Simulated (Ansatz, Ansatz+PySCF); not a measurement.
| atom | x (Å) | y (Å) | z (Å) |
| --- | --- | --- | --- |
| C | 0.0000 | 0.0000 | -0.1615 |
| H | 0.0000 | 0.0000 | 0.9688 |

UHF-MP2 on doublet CH was run in several spherical basis sets with Ansatz (development build ahead of 0.2.0). Frozen core: 1 orbital. Caution for UHF-MP2: another reference gives a lower total; the determinant breaks the point group; the unrestricted determinant is spin contaminated.

(1) Rank the basis sets by the total energy that they give, lowest first, with the distance from the lowest.
A. 6-31G(d)
B. cc-pVTZ
C. def2-SVP
D. def2-TZVP

Results:

(1) B (0.00 eV), D (0.07 eV), A (1.20 eV), C (1.86 eV).

Totals follow the description of the cores as much as that of the bonds, so this order isn't one of quality for chemistry.
